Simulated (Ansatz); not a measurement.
We consider rock-salt HfC, described by PBE (Ansatz, an electronic-structure program, plane waves, PAW).

Settings: plane-wave cutoff 520 eV, 24×24×24 k mesh, Fermi–Dirac smearing 0.065 eV (set by the program), scalar-relativistic PAW data made under PBE.

Computed at the level's own relaxed cell.

Hill averages of the elastic tensor: K = 233.8 GPa, G = 180.9 GPa. Volume 12.577 Å³/atom, mean atomic mass 95.250 u.

Task: Work out the density, the sound velocities of a polycrystal and the elastic Debye temperature, and Pugh's ratio at this level.

Result: ρ = 1.66054 × 95.250/12.577 = 12.576 g/cm³. v_l = √[(K + 4G/3)/ρ] = 6.146 km/s and v_t = √(G/ρ) = 3.793 km/s. The mean follows from 3/v_m³ = 1/v_l³ + 2/v_t³: v_m = 4.184 km/s. Θ_D = (ħ/k_B) v_m (6π²/V)^(1/3) = 76.38 K Å s/km × 4.184 × 1.6761 Å⁻¹ = 536 K, counting all atoms of the cell. K/G = 1.29, to be set beside Pugh's rough bound of 1.75 between brittle and ductile metals.
